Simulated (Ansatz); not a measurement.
Input file:

```yaml
crystal:
  periodic: [false, false, false]
  atoms:
    - {symbol: N, position_ang: [0.000000, 0.000000, 0.000000]}
    - {symbol: H, position_ang: [0.000000, 0.000000, 1.073600]}
basis:
  gaussian: {orbitals: aug-cc-pVDZ}
magnetization: {spin_polarized: false, initial_magnetization: 2}
correlation: {method: ccsdtq, electrons: outside_noble_gas}
```

```sh
$ ansatz run in.yaml --threads 2 --pin off --events-out ev --progress --plain --max-ram 24576MiB --backend cuda --devices 0, --max-vram 18GiB
```

Log:

```
510 factors; integrals over basis functions are off by at most 1.4e-7 eV
mean field evaluation 1: about -1495.2298 eV, gradient 8.5e0 eV
mean field evaluation 2: about -1495.2298 eV, gradient 8.5e0 eV
mean field evaluation 4: about -1495.6128 eV, gradient 1.0e0 eV
mean field evaluation 8: about -1495.6214 eV, gradient 7.7e-6 eV
mean field evaluation 16: about -1495.6209 eV, gradient 3.4e-1 eV
mean field -1495.62136077 eV, -54.9630712396 hartree, gradient 1.0e-6 eV, S^2 2.000000; 0 other end points of the search recorded, 0 dependent functions left out
1 core orbitals not correlated: weight in the atoms' cores, before any rotation towards them, 1.000 or more for the frozen orbitals, at most 0.000 for the correlated occupied ones
reference -1495.62136077 eV, -54.9630712396 hartree; 4, 2 occupied and 27, 29 virtual orbitals, 510 factors
second order -3.11052903 eV of doubles, -0.11997017 eV of singles
cycle   1  -3.65699331 eV  change   -4.2e-1 eV  update   4.6e-2
cycle   2  -3.85689709 eV  change   -2.0e-1 eV  update   1.9e-2
cycle   3  -3.88837228 eV  change   -3.1e-2 eV  update   8.6e-3
cycle   4  -3.88609430 eV  change    2.3e-3 eV  update   3.5e-3
cycle   5  -3.88866986 eV  change   -2.6e-3 eV  update   1.7e-3
cycle   6  -3.88983808 eV  change   -1.2e-3 eV  update   1.0e-3
cycle   7  -3.88935494 eV  change    4.8e-4 eV  update   4.6e-4
cycle   8  -3.88971051 eV  change   -3.6e-4 eV  update   2.6e-4
cycle   9  -3.88983931 eV  change   -1.3e-4 eV  update   1.1e-4
cycle  10  -3.88970202 eV  change    1.4e-4 eV  update   5.6e-5
cycle  11  -3.88973714 eV  change   -3.5e-5 eV  update   3.4e-5
cycle  12  -3.88973627 eV  change    8.7e-7 eV  update   1.6e-5
cycle  13  -3.88974155 eV  change   -5.3e-6 eV  update   9.5e-6
cycle  14  -3.88974465 eV  change   -3.1e-6 eV  update   3.4e-6
cycle  15  -3.88974438 eV  change    2.7e-7 eV  update   1.5e-6
cycle  16  -3.88974368 eV  change    6.9e-7 eV  update   6.4e-7
Total energy: -1499.51110445 eV, -55.1060166834 hartree
```

For the same geometry and basis full CI lies 0.5 meV higher.

Ran on 2 threads of AMD EPYC 7R13 with a shared H100 80 GB, shared host: 8.5 s wall, 0.83 GiB peak host memory.
